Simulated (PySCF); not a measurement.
## Neon: a sound run and one with changed settings

Sound run: Ne [Ne], Ne+ [He] 2s2 2p5. Computed with PySCF 2.14 in cc-pVTZ (4s3p2d1f, 30 functions), with no relativity, point nucleus. The sound run starts from symmetry-adapted Hartree-Fock orbitals and uses a fine grid where one is needed.

Changed run: initial guess minao, at most 2 SCF cycles. This setting is unsound on purpose.

```
species  method  sound run (hartree)  changed run (hartree)  converged
     Ne     UHF           -128.53186             -128.53103         no
     Ne  r2SCAN           -128.91683             -128.89449         no
     Ne  M06-2X           -128.92657             -128.91834         no
    Ne+     UHF           -127.80888             -127.79430         no
    Ne+  r2SCAN           -128.12938             -128.01977         no
    Ne+  M06-2X           -128.13483             -128.07876         no
```

The SCF was stopped early; the energies are upper bounds that still move, and correlated levels were skipped or rest on poor orbitals.
